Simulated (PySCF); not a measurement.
## MgSi: energy against distance

Set-up: Mg x2c-TZVPPall, Si x2c-TZVPPall; spin-free X2C with a Gaussian nucleus (PySCF 2.14). Energies in eV from Mg + Si in their ground configurations at the same level. State: ³Σ⁻ (triplet), unpaired electrons π ↑↑.

```csv
R (Å),ROHF-CCSD(T),ROHF-SCS-MP2,PW91,ωB97X
2.192,,-0.2853,-0.814,-0.4420
2.294,-0.7156,-0.5525,-1.071,-0.6911
2.396,-0.8661,-0.6980,-1.211,-0.8258
2.473,-0.9201,-0.7490,-1.259,-0.8721
2.549,-0.9365,-0.7638,-1.271,-0.8839
2.626,-0.9247,-0.7526,-1.257,-0.8703
2.727,-0.8782,-0.7107,-1.208,-0.8247
2.855,-0.7897,-0.6346,-1.117,-0.7415
3.008,-0.6650,-0.5321,-0.986,-0.6271
3.212,,-0.4032,-0.806,-0.4836
```

Question: Put a parabola through the three lowest points of the ROHF-CCSD(T) curve and estimate Re, k and ωe (reduced mass 12.91 u; 1 eV/Å² = 0.16022 mdyn/Å; ωe = 1302.8·√(k/μ) cm⁻¹).

Answer: Through R = 2.473, 2.549, 2.626 Å the second-order coefficient is 2.41 eV/Å², so Re ≈ 2.556 Å, k ≈ 0.773 mdyn/Å and ωe ≈ 319 cm⁻¹. A polynomial fit of higher order to the unrounded ROHF-CCSD(T) energies gives Re = 2.551 Å, k = 0.761 mdyn/Å, ωe = 316 cm⁻¹; anharmonicity and rounding make the difference.

The higher-order fit for each curve: ROHF-CCSD(T): Re = 2.551 Å, ωe = 316 cm⁻¹, De = 0.94 eV; ROHF-SCS-MP2: Re = 2.550 Å, ωe = 305 cm⁻¹, De = 0.76 eV; PW91: Re = 2.542 Å, ωe = 314 cm⁻¹, De = 1.27 eV; ωB97X: Re = 2.542 Å, ωe = 306 cm⁻¹, De = 0.88 eV.

Correlated steps freeze 6 core orbitals. The state is the lowest determinant that a PBE0 search found; another state may lie lower at other levels.
